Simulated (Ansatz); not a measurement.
## Ansatz (development build ahead of 0.2.0) run

```yaml
crystal:
  periodic: [false, false, false]
  atoms:
    - { symbol: Mg, position_ang: [-0.00087, -0.00049, -0.69896] }
    - { symbol: O, position_ang: [-0.00018, -0.00093, 1.04828] }
basis:
  gaussian: { orbitals: cc-pVTZ }
hamiltonian:
  xc: hf
correlation:
  method: mp2
  frozen_orbitals: { Mg: 1, O: 1 }
```

The input is written out in the form of the current development build from the run's settings.

The run gave:

```yaml
Converged: yes
Reference_energy: -274.37514 hartree
Correlation_energy: -0.34688 hartree
Total_energy: -274.72201 hartree
Spin_squared_of_the_determinant: 0.000
```
